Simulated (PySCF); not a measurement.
**Reproducing measurements on SiO**

**The experiment to reproduce.**

Liu, Meijer, Perez-Rios, Phys. Chem. Chem. Phys. 22 (2020) 24191 lists, for the gas: dipole moment 3.0982 D.

The runs below try to reproduce these values; the comparison stands at the end.

Species: SiO.
Atom-mapped SMILES: `[O+:1]#[Si-:2]`

Structure used (PBE0-D3(BJ)/def2-TZVP), in Å, numbered top down from 1:
```xyz
2
SiO angstrom
O      0.7628   -0.0288    0.0017
Si    -0.7454    0.0000   -0.0139
```

The PySCF runs (gas phase, on this PBE0-D3(BJ)/def2-TZVP geometry; no spin–orbit coupling):

```csv
level,job,basis functions,wall time
"PBE0-D3(BJ)/def2-TZVP, grid level 2",geometry optimisation from a GFN2-xTB start shaken at random,68,2.8 s
PBE0/pcSseg-2,"shieldings, charges and field gradients",79,2.0 s
CAM-B3LYP/aug-cc-pVTZ,"10 singlets by full TDDFT, 4 Tamm–Dancoff triplets, polarisability",96,1.8 s
PBE0/aug-cc-pVTZ,"10 singlets by full TDDFT, 4 Tamm–Dancoff triplets, polarisability, dynamic polarisability",96,1.8 s
wB97X-D/aug-cc-pVTZ,"10 singlets by full TDDFT, 4 Tamm–Dancoff triplets, polarisability, ΔSCF ions",96,7.7 s
```

Hardware: one thread, Arm Neoverse V1 (aarch64), no GPU (shared host).

Results beside the measurements:

**Dipole moment.** Measured: 3.0982 D (Liu, Meijer, Perez-Rios, Phys. Chem. Chem. Phys. 22 (2020) 24191).

| level | computed (D) | computed − measured (D) | % (from the printed values) |
| --- | --- | --- | --- |
| PBE0-D3(BJ)/def2-TZVP | 3.051 | -0.047 | -2 |
| PBE0/pcSseg-2 | 3.119 | +0.021 | +1 |
| CAM-B3LYP/aug-cc-pVTZ | 3.285 | +0.187 | +6 |
| PBE0/aug-cc-pVTZ | 3.102 | +0.004 | 0 |
| wB97X-D/aug-cc-pVTZ | 3.157 | +0.059 | +2 |

Closest is PBE0/aug-cc-pVTZ (+0.004 D), furthest CAM-B3LYP/aug-cc-pVTZ (+0.187 D); one molecule doesn't rank methods. The computed dipoles belong to one fixed geometry; measured ones are averaged over vibrations unless marked μe. Magnitudes are compared, not signs.

No measured geometry was used, and the causes of the misses weren't examined.
